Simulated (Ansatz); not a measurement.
Computed with B3LYP-D3(BJ)/def2-TZVP run with Ansatz (an electronic-structure program). No frequencies were computed at this level.

Ansatz 0.2 input:
```yaml
crystal:
  periodic: [false, false, false]
  atoms:
    - { symbol: C, position_ang: [-1.06416, -0.248487, -0.139071] }
    - { symbol: C, position_ang: [0.151842, 0.564, 0.25245] }
    - { symbol: N, position_ang: [1.327951, -0.06499, 0.006266] }
    - { symbol: O, position_ang: [0.10341, 1.668727, 0.738873] }
    - { symbol: H, position_ang: [-1.962893, 0.318192, 0.083896] }
    - { symbol: H, position_ang: [-1.080611, -1.183363, 0.416801] }
    - { symbol: H, position_ang: [-1.034219, -0.473079, -1.202928] }
    - { symbol: H, position_ang: [1.370958, -0.98379, -0.395075] }
    - { symbol: H, position_ang: [2.187721, 0.402789, 0.238787] }
basis:
  gaussian: { orbitals: def2-tzvp }
hamiltonian:
  xc: b3lyp
  dispersion: d3bj
relax:
  max_steps: 150
```

Output:

```
Functional definition: B3LYP
886 factors; their error is unknown
mean field evaluation 1: about -5685.3764 eV, gradient 7.4e1 eV
mean field evaluation 2: about -5676.2293 eV, gradient 9.9e1 eV
mean field evaluation 4: about -5695.5230 eV, gradient 6.1e0 eV
mean field evaluation 8: about -5695.5915 eV, gradient 1.3e-1 eV
mean field evaluation 16: about -5695.5896 eV, gradient 4.8e-5 eV
mean field -5695.58964709 eV, -209.3090589213 hartree, gradient 4.8e-5 eV, S^2 0.000000; 0 other end points of the search recorded, 0 dependent functions left out
reference -5695.58987377 eV, -209.3090672516 hartree; 16, 16 occupied and 138, 138 virtual orbitals, 886 factors
relax step   1: F+E_penalty+E_count = -5695.82632740 eV  Δ(F+E_penalty+E_count) = +0.000e0 eV  max|allowed force component| = 5.134e-1 eV/Å  Δτ_max = 0.0000 Å  (27 SCF iters, accepted)
these checks for a lower state are left out or cut short: starts, cluster_reference, orbital_swaps, neighbouring_geometries, increment
886 factors; their error is unknown
mean field -5695.59758656 eV, -209.3093506915 hartree, gradient 1.4e-5 eV, S^2 0.000000; 0 other end points of the search recorded, 0 dependent functions left out
reference -5695.59781400 eV, -209.3093590496 hartree; 16, 16 occupied and 138, 138 virtual orbitals, 886 factors
relax step   2: F+E_penalty+E_count = -5695.83352130 eV  Δ(F+E_penalty+E_count) = -7.194e-3 eV  max|allowed force component| = 1.417e-1 eV/Å  Δτ_max = 0.0188 Å  (31 SCF iters, accepted)
these checks for a lower state are left out or cut short: starts, cluster_reference, orbital_swaps, neighbouring_geometries, increment
886 factors; their error is unknown
mean field -5695.59884798 eV, -209.3093970477 hartree, gradient 1.4e-5 eV, S^2 0.000000; 0 other end points of the search recorded, 0 dependent functions left out
reference -5695.59907586 eV, -209.3094054222 hartree; 16, 16 occupied and 138, 138 virtual orbitals, 886 factors
relax step   3: F+E_penalty+E_count = -5695.83448224 eV  Δ(F+E_penalty+E_count) = -9.609e-4 eV  max|allowed force component| = 1.327e-2 eV/Å  Δτ_max = 0.0110 Å  (33 SCF iters, accepted)
these checks for a lower state are left out or cut short: starts, cluster_reference, orbital_swaps, neighbouring_geometries, increment
886 factors; their error is unknown
mean field evaluation 32: about -5695.5999 eV, gradient 4.4e-1 eV
mean field -5695.59887355 eV, -209.3093979874 hartree, gradient 1.4e-5 eV, S^2 0.000000; 0 other end points of the search recorded, 0 dependent functions left out
reference -5695.59910144 eV, -209.3094063622 hartree; 16, 16 occupied and 138, 138 virtual orbitals, 886 factors
relax step   4: F+E_penalty+E_count = -5695.83451529 eV  Δ(F+E_penalty+E_count) = -3.306e-5 eV  max|allowed force component| = 6.999e-3 eV/Å  Δτ_max = 0.0017 Å  (33 SCF iters, accepted)
886 factors; their error is unknown
mean field -5695.59887355 eV, -209.3093979874 hartree, gradient 1.4e-5 eV, S^2 0.000000; 1 other end points of the search recorded, 0 dependent functions left out
reference -5695.59910144 eV, -209.3094063622 hartree; 16, 16 occupied and 138, 138 virtual orbitals, 886 factors
Total energy: -5695.83474318 eV, -209.3180660365 hartree
Atom 0 at    -1.071611    -0.247658    -0.138853 Å, force     0.005882     0.002045     0.003041 eV/Å
Atom 1 at     0.155609     0.554422     0.248805 Å, force    -0.001351    -0.001867    -0.006999 eV/Å
Atom 2 at     1.346565    -0.066164     0.006487 Å, force     0.000039    -0.006390    -0.001170 eV/Å
Atom 3 at     0.094081     1.665094     0.737234 Å, force     0.002191    -0.001750     0.001435 eV/Å
Atom 4 at    -1.958331     0.335606     0.091231 Å, force     0.000060    -0.000138     0.000040 eV/Å
Atom 5 at    -1.106085    -1.190311     0.411383 Å, force    -0.000428     0.000505    -0.000168 eV/Å
Atom 6 at    -1.059200    -0.481643    -1.205439 Å, force     0.000435     0.000647     0.000870 eV/Å
Atom 7 at     1.401763    -0.984465    -0.394787 Å, force    -0.002371     0.001004     0.000330 eV/Å
Atom 8 at     2.197209     0.415118     0.243938 Å, force    -0.004458     0.005944     0.002620 eV/Å
Dipole moment:     0.208971    -0.725044    -0.312896 e Å
```

Cost: around 26 core-seconds (rough).
